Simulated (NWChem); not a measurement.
System: LiF; SMILES [Li][F]

Input file for NWChem:

```
start job
memory heap 200 mb stack 900 mb global 1100 mb
geometry units angstroms noautosym nocenter noautoz
  Li     0.000000     0.000000    -1.159868
  F      0.000000     0.000000     0.399580
end
basis spherical
  Li library sadlej_pvtz
  F library sadlej_pvtz
end
dft
  xc b3lyp
  iterations 150
end
property
  response 1 0.0
end
task dft property
```

Parts of the log:

```
             Northwest Computational Chemistry Package (NWChem) 7.3.0
             --------------------------------------------------------

                             Geometry "geometry" -> ""
                             -------------------------

 Output coordinates in angstroms (scale by  1.889725989 to convert to a.u.)

  No.       Tag          Charge          X              Y              Z
 ---- ---------------- ---------- -------------- -------------- --------------
    1 Li                   3.0000     0.00000000     0.00000000    -1.15986800
    2 F                    9.0000     0.00000000     0.00000000     0.39958000

 Effective nuclear repulsion energy (a.u.)       9.1620789683

                              NWChem Property Module
                              ----------------------

                                 NWChem DFT Module
                                 -----------------

 Summary of "ao basis" -> "ao basis" (spherical)
 ------------------------------------------------------------------------------
       Tag                 Description            Shells   Functions and Types
 ---------------- ------------------------------  ------  ---------------------
 Li                       sadlej pvtz               10       24   5s3p2d
 F                        sadlej pvtz               10       24   5s3p2d

            General Information
            -------------------
          SCF calculation type: DFT
          Wavefunction type:  closed shell.
          No. of atoms     :     2
          No. of electrons :    12
           Alpha electrons :     6
            Beta electrons :     6
          Charge           :     0
          Spin multiplicity:     1
          Use of symmetry is: off; symmetry adaption is: off
          Maximum number of iterations: 150
          AO basis - number of functions:    48
                     number of shells:    20
          Convergence on energy requested:  1.00D-06
          Convergence on density requested:  1.00D-05
          Convergence on gradient requested:  5.00D-04

              XC Information
              --------------
                         B3LYP Method XC Potential
                     Hartree-Fock (Exact) Exchange  0.200
                        Slater Exchange Functional  0.800 local
                    Becke 1988 Exchange Functional  0.720 non-local
              Lee-Yang-Parr Correlation Functional  0.810
                  VWN I RPA Correlation Functional  0.190 local

             Grid Information
             ----------------
          Grid used for XC integration:  medium
          Radial quadrature: Mura-Knowles
          Angular quadrature: Lebedev.
          Tag              B.-S. Rad. Rad. Pts. Rad. Cut. Ang. Pts.
          ---              ---------- --------- --------- ---------
          Li                  1.45       49          20.0       434
          F                   0.50       49          12.0       434
          Grid pruning is: on
          Number of quadrature shells:    98
          Spatial weights used:  Erf1

      Superposition of Atomic Density Guess
      -------------------------------------

 Sum of atomic energies:        -106.81417796

      Non-variational initial energy
      ------------------------------

 Total energy =    -106.546576
 1-e energy   =    -166.527792
 2-e energy   =      50.819136
 HOMO         =      -0.668690
 LUMO         =      -0.059287

   convergence    iter        energy       DeltaE   RMS-Dens  Diis-err
 ---------------- ----- ----------------- --------- --------- ---------
 d= 0,ls=0.0,diis     1   -107.3591456637 -1.17D+02  5.48D-02  8.43D-01
 d= 0,ls=0.0,diis     2   -106.8765623461  4.83D-01  2.77D-02  6.31D+00
 d= 0,ls=0.0,diis     3   -107.4516124657 -5.75D-01  2.00D-03  1.72D-03
 d= 0,ls=0.0,diis     4   -107.4517321742 -1.20D-04  3.93D-04  3.21D-04
 d= 0,ls=0.0,diis     5   -107.4517688548 -3.67D-05  1.10D-04  4.79D-07
 d= 0,ls=0.0,diis     6   -107.4517689628 -1.08D-07  1.32D-05  1.38D-08
 d= 0,ls=0.0,diis     7   -107.4517689662 -3.33D-09  1.35D-06  7.94D-10

         Total DFT energy =     -107.451768966158
      One electron energy =     -169.167045572315
           Coulomb energy =       64.960497577448
    Exchange-Corr. energy =      -12.407299939613
 Nuclear repulsion energy =        9.162078968322

 Numeric. integr. density =       11.999995606053

                       DFT Final Molecular Orbital Analysis
                       ------------------------------------

 Vector    4  Occ=2.000000D+00  E=-3.000630D-01
              MO Center= -3.7D-11,  1.5D-10,  4.0D-01, r^2= 5.8D-01
   Bfn.  Coefficient  Atom+Function         Bfn.  Coefficient  Atom+Function
  ----- ------------  ---------------      ----- ------------  ---------------
    32      0.733083  2 F  pz                29      0.477790  2 F  s
     3     -0.464798  1 Li s                  8     -0.365531  1 Li pz
    35      0.295521  2 F  pz                 2      0.117233  1 Li s
    17     -0.108831  1 Li d  0               4      0.075996  1 Li s
    27      0.054478  2 F  s                  1      0.046732  1 Li s

[...]

 DFT Linear Response polarizability / au
 Frequency  =       0.0000000 / au
              X              Y              Z
 -----------------------------------------------
 X      10.7997217     -0.0000000      0.0000000
 Y      -0.0000000     10.7997217     -0.0000000
 Z       0.0000000     -0.0000000     10.0303620
 -----------------------------------------------
 Eigenvalues =      10.7997217     10.7997217     10.0303620
 Isotropic   =      10.5432685
 Anisotropic =       0.7693597
 -----------------------------------------------

 Magnetic Dipole Response Matrix (nonzero elements):

 Exiting AOResponse driver routine
```

Level: B3LYP/Sadlej pVTZ. All runs use the structure optimised with PBE0-D3(BJ)/def2-TZVP. B3LYP is NWChem's, with the RPA form of VWN correlation.
